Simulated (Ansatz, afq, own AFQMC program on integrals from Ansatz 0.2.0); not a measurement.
AFQMC on a folder of integrals that Ansatz 0.2.0 wrote.

```yaml
crystal:
  periodic: [false, false, false]
  atoms:
    - {symbol: B, position_ang: [0.000000, 0.000000, 0.668909]}
    - {symbol: O, position_ang: [0.000000, 0.000000, -0.612266]}
    - {symbol: H, position_ang: [0.000000, 1.050271, 1.272063]}
    - {symbol: H, position_ang: [0.000000, -1.050271, 1.272063]}
basis:
  gaussian: {orbitals: cc-pVDZ}
magnetization: {spin_polarized: true, initial_magnetization: 1}
correlation: {method: ccsd_t, electrons: outside_noble_gas, hamiltonian_folder: ham}
```

```sh
$ ansatz run in.yaml --threads 1 --pin off --events-out ev --progress --plain --max-ram 16896MiB --backend cuda --devices 0, --max-vram 18GiB
```

Options of the walk:

```
--method phaseless --trial hf --walkers 4000 --populations 20 --least-time 40 --time-step 0.005 --steps-per-block 20 --equilibration-blocks 112 --max-blocks 4000 --target-error 0.001 --factor-cut 1e-05 --start spin_pure --seed 7632 --taylor-order 6
```

Times are imaginary, in 1/Eh. The walk had a cap of 49 s. With eight or more populations the least sampling time is a fifth of least-time, and the error comes from their spread.

Output of the walk:

```
orbitals 36  electrons 6 5  factors 275 of 344
reference energy -100.70707249 Eh
CCSD correlation -0.26469467 Eh in 13 cycles, weight of the determinant in the CISD state 0.8738
energy of the start -100.707592 Eh
 block  time / (1/Eh)  mean weight  energy / Eh
     1     0.100  1.0014  -100.783060
     2     0.200  1.0022  -100.832370
     3     0.300  1.0021  -100.866937
     4     0.400  1.0016  -100.895655
     5     0.500  1.0016  -100.910558
     7     0.700  1.0010  -100.929883
     9     0.900  1.0005  -100.945538
    13     1.300  0.9998  -100.958211
    21     2.100  1.0002  -100.968839
    29     2.900  0.9998  -100.979262
    37     3.700  1.0000  -100.972576
    45     4.500  1.0000  -100.977178
    53     5.300  1.0003  -100.974153
    61     6.100  1.0003  -100.976759
    69     6.900  0.9993  -100.973716
    77     7.700  1.0005  -100.973893
    85     8.500  1.0003  -100.984627
    93     9.300  1.0002  -100.981095
   101    10.100  1.0003  -100.979156
   109    10.900  1.0001  -100.990463
   117    11.700  0.9998  -100.981721
   125    12.500  1.0000  -100.984247
   133    13.300  1.0001  -100.985339
   141    14.100  1.0001  -100.975793
   149    14.900  1.0000  -100.982329
   157    15.700  1.0003  -100.979030
   165    16.500  1.0001  -100.985882
   173    17.300  0.9999  -100.984026
   181    18.100  1.0001  -100.977775
   189    18.900  1.0001  -100.988336
error from the spread of 20 populations
energy -100.982507 +/- 0.000967 Eh
(rows thinned)
```

The run passed its tests (sampling time, drift between the halves within three errors, error under three times the target), which doesn't prove that it has relaxed.

Against this walk (error 26.3 meV) on the same determinant: CCSD(T) 111.2 meV higher, CCSDT(Q) 62.5 meV higher, a separate phaseless walk with a CISD trial and standard settings 68.6 ± 26.8 meV higher. The error is statistical and leaves out the bias of the constraint.

Cautions: constraint bias not in the error; raised T1 diagnostic (T1 0.040, weight of the determinant 0.87, largest double 0.06).

The walk took 24 s on 1 × NVIDIA H100 80GB HBM3 with 2 threads of AMD EPYC 7R13 Processor (Zen 3), on a shared host (the card was shared). The log's last line is the phaseless energy.

CCSDT and higher add their correlation energy to the determinant of the CCSD(T) run, since their own runs factorise the integrals more tightly (a shift of under 2 meV). A walk keeps the symmetry of its determinant, which the program's search chose and which needn't be the lowest solution, so a lower state of the same spin and another symmetry isn't excluded.
